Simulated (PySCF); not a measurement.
**Which orbitals make which state**

Species: C4H6ClF.
SMILES: `FCC/C=C/Cl`

Computed with TDDFT PBE0/def2-SVPD, vertical, gas phase, core orbitals frozen in the response (PySCF). Isolated species at its GFN2-xTB geometry (one conformer only). Torsions of this conformer, `[F:1][CH2:2][CH2:3]/[CH:4]=[CH:5]/[Cl:6]`: F1–C2–C3–C4 65°, C2–C3–C4–C5 121°.

Orbital energies (eV): HOMO-3 -9.99, HOMO-2 -9.74, HOMO-1 -8.96, HOMO -7.38, LUMO -0.28, LUMO+1 0.66, LUMO+2 1.02.

Computed singlets:

```json
{"state": "S1", "E (eV)": "6.54", "f": "0.320"}
{"state": "S2", "E (eV)": "6.71", "f": "0.056"}
{"state": "S3", "E (eV)": "7.12", "f": "0.0004"}
{"state": "S4", "E (eV)": "7.14", "f": "0.0013"}
{"state": "S5", "E (eV)": "7.58", "f": "0.0002"}
{"state": "S6", "E (eV)": "7.69", "f": "0.0055"}
{"state": "S7", "E (eV)": "7.98", "f": "0.010"}
{"state": "S8", "E (eV)": "8.11", "f": "0.0016"}
```

Task: Assign a leading configuration to S1 and S8 and set E beside the orbital difference Δε.

Result: 

```
state  leading configuration  weight  Δε (eV)  E (eV)  E − Δε (eV)       f  other configurations
   S1              HOMO→LUMO    0.84     7.10    6.54        -0.56   0.320            H→L+1 (9%)
   S8            HOMO-2→LUMO    0.89     9.46    8.11        -1.35  0.0016                     –
```

E − Δε runs from -1.35 to -0.56 eV. Among themselves, these states come in the order of their orbital differences.

H and L stand for HOMO and LUMO. The other states: S2 6.71 eV, f 0.056, H→L+1 (59%), H→L+2 (26%), H→L (10%); S3 7.12 eV, f 0.0004, H-1→L (55%), H→L+2 (28%), H→L+1 (12%); S4 7.14 eV, f 0.0013, H-1→L (43%), H→L+2 (37%), H→L+1 (14%); S5 7.58 eV, f 0.0002, H→L+4 (57%), H→L+3 (36%); S6 7.69 eV, f 0.0055, H→L+3 (49%), H→L+4 (37%); S7 7.98 eV, f 0.010, H→L+5 (92%).

Task: Pair triplets and singlets of the same leading configuration (75% or more in both) and give the splittings.

Result: 

```csv
configuration,triplet,E(T) (eV),singlet,E(S) (eV),E(S) − E(T) (eV)
HOMO→LUMO,T1,4.13,S1,6.54,+2.41
```

The 3 triplets are Tamm–Dancoff values, the singlets full response.

Summed over the main configurations (up to three a state, each over 8%) of all 8 singlets, the electron leaves HOMO with weight 5.49, HOMO-1 with weight 0.98 and HOMO-2 with weight 0.89.
